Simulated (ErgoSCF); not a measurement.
**B3P86(VWN5)/6-31G(d) (spherical functions) run of [BH2F2]− (SMILES F[BH2-]F)**

What is the energy change on altering one bond length of [BH2F2]− at B3P86(VWN5)/6-31G* (spherical functions)? 

Program for the calculation: ErgoSCF 3.8.

1 further run of the same task is left out (set aside as unsound or not needed).

## Step 1: Starting point

[BH2F2]−: 5 atoms, total charge -1, spin state singlet. As SMILES, `F[BH2-]F`. The shape is that of a GFN2-xTB optimisation.

Bond lengths: F1–B2 1.425 Å, B2–F3 1.425 Å, B2–H4 1.225 Å, B2–H5 1.225 Å. Angles: F1–B2–F3 107.4°, F1–B2–H4 109.0°, F1–B2–H5 109.1°, F3–B2–H4 109.0°, F3–B2–H5 109.1°, H4–B2–H5 113.0°.

## Step 2: A single-point energy at B3P86(VWN5)/6-31G(d) (spherical functions)

Input file ergo.in:

```
set_nthreads(1)
molecule_inline
F   -2.22415096   1.18013396   0.72410526
B    0.06336252   0.02696639  -0.10599474
F    0.77021457  -1.79019425   1.75115251
H   -0.32493841  -1.05841671  -2.11450905
H    1.71551227   1.64151060  -0.25475398
EOF
XC.type = "Turbo"
basis = "6-31Gs"
scf.output_mulliken_pop = 1
charge = -1
scf.max_number_of_iterations = 100
tmpdir = "."
run "B3P86"
```

Launch:

```sh
$ ergo < ergo.in
```

Output:

```text
[...]
INDF Weighted mixed functional:
[...]
INSC Energy   1 =       -113.81253136008
[...]
INDE PURIFICATION CONVERGED after 39 iterations
[...]
INDE PURIFICATION CONVERGED after 43 iterations
[...]
INDE PURIFICATION CONVERGED after 27 iterations
[...]
INDE PURIFICATION CONVERGED after 27 iterations
[...]
INDE E(LUMO) - E(HOMO) <=          0.51109118222 =         13.90749963292 eV
[...]
INSC Energy  15 =       -225.79078366465  ( diff     -0.000000000001592 )
[...]
RESC CONVERGED after  15 iterations.
RESC FINAL ENERGY:       -225.79078366465
[...]
INSC SCF: dipole_moment_x [atomic units] =       0.17540256
INSC SCF: dipole_moment_y [atomic units] =       0.07411873
INSC SCF: dipole_moment_z [atomic units] =      -0.29615293
[...]
```

It took 15 s on 1 thread of Intel Xeon at 2.50GHz (Skylake/Cascade Lake), shared host; peak memory 0.27 GiB.

## Step 3: The distorted shape at the same level

Input file input.ego:

```
set_nthreads(1)
molecule_inline
F   -2.38942451   1.01862096   0.73898685
B   -0.10191104  -0.13454661  -0.09111315
F    0.60494102  -1.95170725   1.76603410
H   -0.49021196  -1.21992971  -2.09962745
H    1.71551227   1.64151060  -0.25475398
EOF
basis = "6-31Gs"
charge = -1
scf.output_mulliken_pop = 1
tmpdir = "."
scf.max_number_of_iterations = 100
XC.type = "Turbo"
run "B3P86"
```

Launch:

```sh
$ ergo input.ego
```

Output:

```text
[...]
INDF Weighted mixed functional:
[...]
INSC Energy   1 =       -113.73880485306
[...]
INDE PURIFICATION CONVERGED after 39 iterations
[...]
INDE PURIFICATION CONVERGED after 41 iterations
[...]
INDE PURIFICATION CONVERGED after 27 iterations
[...]
INDE PURIFICATION CONVERGED after 27 iterations
[...]
INDE E(LUMO) - E(HOMO) <=          0.50308398943 =         13.68961281595 eV
[...]
INSC Energy  15 =       -225.78909638581  ( diff     -0.000000000001876 )
[...]
RESC CONVERGED after  15 iterations.
RESC FINAL ENERGY:       -225.78909638581
[...]
INSC SCF: dipole_moment_x [atomic units] =       0.22403510
INSC SCF: dipole_moment_y [atomic units] =       0.12127594
INSC SCF: dipole_moment_z [atomic units] =      -0.30162603
[...]
```

It took 15 s on 1 thread of Intel Xeon at 2.50GHz (Skylake/Cascade Lake), shared host; peak memory 0.27 GiB.

## Step 4: Outcome

Level: B3P86(VWN5)/6-31G* (spherical functions).

| quantity | value |
| --- | --- |
| first shape: total energy | -225.79078 Eh |
| distorted shape: total energy | -225.78910 Eh |
| energy change with the B2–H5 bond stretched from 1.225 to 1.348 Å | 0.046 eV |

What this shows: With the B2–H5 bond stretched from 1.225 to 1.348 Å the energy rises by 0.05 eV (4.4 kJ/mol). The first shape isn't relaxed at this level, so the change isn't measured from a minimum. Mulliken charges (first shape) run from -0.44 on F1 to +0.47 on B2. Mulliken charges (distorted shape) run from -0.44 on F1 to +0.48 on B2.
